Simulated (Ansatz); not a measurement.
```yaml
crystal:
  periodic: [false, false, false]
  atoms:
    - {symbol: F, position_ang: [-1.509042, -0.887023, -0.008029]}
    - {symbol: Ge, position_ang: [-0.262155, 0.541493, 0.004560]}
    - {symbol: Si, position_ang: [1.698823, -0.800485, -0.006364]}
basis:
  gaussian: {orbitals: def2-TZVP}
magnetization: {spin_polarized: true, initial_magnetization: 3}
hamiltonian: {xc: pbe0}
relax: {f_tol: 0.004, max_steps: 80}
```

```sh
$ ansatz run in.yaml --threads 1 --pin off --events-out ev --progress --plain --max-ram 2176MiB
```

Steps of the relaxation (energy above the last step; positions in Å, forces in eV/Å):

```
3
step 1, 203.9 meV
F    -1.509   -0.887   -0.008    1.251    1.720    0.015
Ge   -0.262    0.541    0.005   -1.550   -1.698   -0.015
Si    1.699   -0.800   -0.006    0.299   -0.022    0.000
```

```
3
step 2, 57.2 meV
F    -1.590   -0.828   -0.008    1.003    1.004    0.009
Ge   -0.277    0.452    0.004   -1.038   -1.000   -0.009
Si    1.795   -0.770   -0.006    0.035   -0.004    0.000
```

```
3
step 3, 15.7 meV
F    -1.551   -0.790   -0.007   -0.666   -0.631   -0.006
Ge   -0.317    0.413    0.003    0.671    0.618    0.005
Si    1.796   -0.769   -0.006   -0.005    0.013    0.000
```

```
3
step 5, 0.0 meV
F    -1.571   -0.799   -0.007   -0.001    0.000    0.000
Ge   -0.303    0.420    0.004    0.000   -0.001    0.000
Si    1.801   -0.767   -0.006    0.000    0.000    0.000
```

Close pairs at the end: F1–Ge2 1.759 Å, Ge2–Si3 2.416 Å.

A stationary point of unrestricted PBE0 after 5 steps, with ⟨S²⟩ = 3.754 against 3.75 for a pure state; no frequencies were run, so it isn't proven a minimum. 34 s on 1 thread of Arm Neoverse V1, shared host.
